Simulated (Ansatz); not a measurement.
The input, for Ansatz 0.2.0:

```yaml
crystal:
  periodic: [false, false, false]
  atoms:
    - {symbol: C, position_ang: [0.000000, -0.088217, 2.389201]}
    - {symbol: Si, position_ang: [0.000000, 0.111019, 0.628617]}
    - {symbol: P, position_ang: [0.000000, -0.109138, -1.444848]}
    - {symbol: H, position_ang: [0.000000, 1.311548, -1.586020]}
basis:
  gaussian: {orbitals: 6-31G}
magnetization: {spin_polarized: true, initial_magnetization: 0}
correlation: {method: ccsd_t, electrons: valence}
```

```sh
$ ansatz run in.yaml --threads 1 --pin off --events-out ev --progress --plain --max-ram 2393MiB
```

Output:

```
439 factors; integrals over basis functions are off by at most 2.5e-4 eV
mean field evaluation 1: about -18169.0234 eV, gradient 9.6e0 eV
mean field evaluation 2: about -18169.0272 eV, gradient 9.6e0 eV
mean field evaluation 4: about -18170.1916 eV, gradient 2.2e0 eV
mean field evaluation 8: about -18170.3074 eV, gradient 2.2e-1 eV
mean field evaluation 16: about -18170.4437 eV, gradient 8.2e-1 eV
mean field evaluation 32: about -18171.3400 eV, gradient 1.6e-6 eV
mean field evaluation 64: about -18170.7312 eV, gradient 1.2e-1 eV
mean field evaluation 96: about -18169.9660 eV, gradient 1.9e0 eV
mean field evaluation 128: about -18171.0151 eV, gradient 3.6e-5 eV
mean field evaluation 160: about -18169.7967 eV, gradient 8.3e-1 eV
...
mean field evaluation 704: about -18170.7306 eV, gradient 1.2e-1 eV
mean field evaluation 736: about -18169.4320 eV, gradient 2.1e0 eV
mean field evaluation 768: about -18170.1705 eV, gradient 9.4e-1 eV
mean field evaluation 800: about -18167.8046 eV, gradient 9.5e-3 eV
mean field evaluation 832: about -18170.4465 eV, gradient 1.4e0 eV
mean field evaluation 864: about -18171.0772 eV, gradient 8.0e-2 eV
mean field evaluation 896: about -18171.0574 eV, gradient 7.5e-1 eV
mean field evaluation 928: about -18170.1450 eV, gradient 2.7e0 eV
mean field evaluation 960: about -18170.6762 eV, gradient 1.8e0 eV
mean field -18171.33999518 eV, -667.7844278463 hartree, gradient 1.5e-6 eV, S^2 1.686879; 27 other end points of the search recorded, 0 dependent functions left out
determinant -18171.33999518 eV, -667.7844278463 hartree, with singles and doubles -18176.41335844 eV, -667.9708705072 hartree
determinant -18171.07723001 eV, -667.7747714043 hartree, with singles and doubles -18176.37839386 eV, -667.9695855827 hartree
determinant -18171.01514192 eV, -667.7724897092 hartree, with singles and doubles -18176.52039045 eV, -667.9748038608 hartree
determinant -18170.92828471 eV, -667.7692977657 hartree, with singles and doubles -18176.58718631 eV, -667.9772585637 hartree
determinant -18170.91234141 eV, -667.7687118602 hartree, with singles and doubles -18175.57618358 eV, -667.9401048985 hartree
determinant -18170.73176763 eV, -667.7620758960 hartree, with singles and doubles -18176.52435243 eV, -667.9749494610 hartree
determinant -18170.58715870 eV, -667.7567616158 hartree, with singles and doubles -18176.54768805 eV, -667.9758070292 hartree
determinant -18170.50792896 eV, -667.7538499766 hartree, with singles and doubles -18176.61141325 eV, -667.9781488871 hartree
determinant -18170.30982618 eV, -667.7465698338 hartree, with singles and doubles -18176.66764099 eV, -667.9802152186 hartree
determinant -18170.25283399 eV, -667.7444754094 hartree, with singles and doubles -18176.14329615 eV, -667.9609459012 hartree
determinant -18169.68295269 eV, -667.7235326580 hartree, with singles and doubles -18174.99710746 eV, -667.9188242438 hartree
determinant -18169.36505305 eV, -667.7118500616 hartree, with singles and doubles -18174.79795947 eV, -667.9115056899 hartree
determinant -18171.33999518 eV, -667.7844278463 hartree, with singles and doubles -18176.44811445 eV, -667.9721477671 hartree
determinant -18171.07723001 eV, -667.7747714043 hartree, with singles and doubles -18176.59469543 eV, -667.9775345185 hartree
determinant -18171.01514192 eV, -667.7724897092 hartree, with singles and doubles -18176.61105647 eV, -667.9781357759 hartree
determinant -18170.92828471 eV, -667.7692977657 hartree, with singles and doubles -18176.67496462 eV, -667.9804843572 hartree
determinant -18170.73176763 eV, -667.7620758960 hartree, with singles and doubles -18176.64286102 eV, -667.9793045715 hartree
determinant -18170.58715870 eV, -667.7567616158 hartree, with singles and doubles -18176.63709911 eV, -667.9790928252 hartree
determinant -18170.50792896 eV, -667.7538499766 hartree, with singles and doubles -18176.66898116 eV, -667.9802644691 hartree
determinant -18170.30982618 eV, -667.7465698338 hartree, with singles and doubles -18176.66663578 eV, -667.9801782779 hartree
determinant -18170.25283399 eV, -667.7444754094 hartree, with singles and doubles -18176.33563168 eV, -667.9680141013 hartree
11 core orbitals not correlated: weight in the atoms' cores, before any rotation towards them, 1.000 or more for the frozen orbitals, at most 0.000 for the correlated occupied ones
reference -18170.92828471 eV, -667.7692977657 hartree; 7, 7 occupied and 19, 19 virtual orbitals, 439 factors
second order -3.94545043 eV of doubles, -0.00000000 eV of singles
cycle   1  -5.74668222 eV  change   -2.3e-6 eV  update   6.4e-6
perturbative correction -0.30626942 eV, -0.0112551937 hartree
Total energy: -18176.98123636 eV, -667.9917396357 hartree
```

The T1 diagnostic is 0.114.

Ran on 1 thread of Arm Neoverse V1, shared host: 22 s wall, 0.17 GiB peak host memory.
